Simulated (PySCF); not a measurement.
Reaction (SMILES): N#P (N-P) + 3 [H][H] (H2) → N (NH3) + P (PH3)
B3LYP-D3(BJ)/def2-TZVP geometries, fixed; electronic energies without zero-point terms.

Basis-set convergence of the energy of full hydrogenation at M06-2X with PySCF. All functions are spherical. Density fitting with generated auxiliary sets. In sets without p functions on hydrogen, species with hydrogen take exact integrals. No added dispersion term, no relativity. Functions are those of the species that has most. Reference: the value in aug-pcseg-3, -69.99 kcal/mol, itself unsure by roughly 0.12 kcal/mol (its mean distance from aug-cc-pV(Q+d)Z, def2-QZVPPD, pcseg-3). Deviations are taken from unrounded values.

```json
[
 {"basis": "6-31G*", "functions": "32", "energy of full hydrogenation (kcal/mol)": "-66.13"},
 {"basis": "6-31+G*", "functions": "40", "energy of full hydrogenation (kcal/mol)": "-68.59"},
 {"basis": "def2-SVP", "functions": "33", "energy of full hydrogenation (kcal/mol)": "-71.93"},
 {"basis": "def2-SVPD", "functions": "48", "energy of full hydrogenation (kcal/mol)": "-78.20"},
 {"basis": "pcseg-1", "functions": "33", "energy of full hydrogenation (kcal/mol)": "-67.38"},
 {"basis": "aug-pcseg-1", "functions": "54", "energy of full hydrogenation (kcal/mol)": "-69.95"},
 {"basis": "cc-pV(D+d)Z", "functions": "38", "energy of full hydrogenation (kcal/mol)": "-67.78"},
 {"basis": "aug-cc-pV(D+d)Z", "functions": "59", "energy of full hydrogenation (kcal/mol)": "-72.61"},
 {"basis": "6-311G**", "functions": "44", "energy of full hydrogenation (kcal/mol)": "-69.14"},
 {"basis": "6-311+G**", "functions": "52", "energy of full hydrogenation (kcal/mol)": "-70.35"},
 {"basis": "def2-TZVP", "functions": "68", "energy of full hydrogenation (kcal/mol)": "-68.31"},
 {"basis": "def2-TZVPD", "functions": "80", "energy of full hydrogenation (kcal/mol)": "-68.94"},
 {"basis": "pcseg-2", "functions": "76", "energy of full hydrogenation (kcal/mol)": "-70.19"},
 {"basis": "aug-pcseg-2", "functions": "119", "energy of full hydrogenation (kcal/mol)": "-69.87"},
 {"basis": "cc-pV(T+d)Z", "functions": "81", "energy of full hydrogenation (kcal/mol)": "-68.71"},
 {"basis": "aug-cc-pV(T+d)Z", "functions": "124", "energy of full hydrogenation (kcal/mol)": "-70.07"},
 {"basis": "def2-TZVPP", "functions": "84", "energy of full hydrogenation (kcal/mol)": "-69.85"},
 {"basis": "def2-TZVPPD", "functions": "99", "energy of full hydrogenation (kcal/mol)": "-70.19"},
 {"basis": "cc-pV(Q+d)Z", "functions": "154", "energy of full hydrogenation (kcal/mol)": "-69.27"},
 {"basis": "aug-cc-pV(Q+d)Z", "functions": "227", "energy of full hydrogenation (kcal/mol)": "-69.79"},
 {"basis": "def2-QZVPP", "functions": "160", "energy of full hydrogenation (kcal/mol)": "-69.81"},
 {"basis": "def2-QZVPPD", "functions": "175", "energy of full hydrogenation (kcal/mol)": "-69.92"},
 {"basis": "pcseg-3", "functions": "163", "energy of full hydrogenation (kcal/mol)": "-70.08"},
 {"basis": "aug-pcseg-3", "functions": "236", "energy of full hydrogenation (kcal/mol)": "-69.99"}
]
```

What the diffuse functions change, pair by pair:
- 6-31G* to 6-31+G*: 8 more functions, deviation 3.86 to 1.41 kcal/mol
- def2-SVP to def2-SVPD: 15 more functions, deviation -1.93 to -8.21 kcal/mol
- pcseg-1 to aug-pcseg-1: 21 more functions, deviation 2.61 to 0.04 kcal/mol
- cc-pV(D+d)Z to aug-cc-pV(D+d)Z: 21 more functions, deviation 2.21 to -2.62 kcal/mol
- 6-311G** to 6-311+G**: 8 more functions, deviation 0.85 to -0.35 kcal/mol
- def2-TZVP to def2-TZVPD: 12 more functions, deviation 1.68 to 1.06 kcal/mol
- pcseg-2 to aug-pcseg-2: 43 more functions, deviation -0.20 to 0.12 kcal/mol
- cc-pV(T+d)Z to aug-cc-pV(T+d)Z: 43 more functions, deviation 1.28 to -0.08 kcal/mol
- def2-TZVPP to def2-TZVPPD: 15 more functions, deviation 0.14 to -0.20 kcal/mol
- cc-pV(Q+d)Z to aug-cc-pV(Q+d)Z: 73 more functions, deviation 0.72 to 0.20 kcal/mol
- def2-QZVPP to def2-QZVPPD: 15 more functions, deviation 0.18 to 0.07 kcal/mol
- pcseg-3 to aug-pcseg-3: 73 more functions, deviation -0.08 to 0.00 kcal/mol

Leaving out the reference's own pair, they bring the value nearer the reference by more than 0.12 kcal/mol in 6 of 11 pairs.
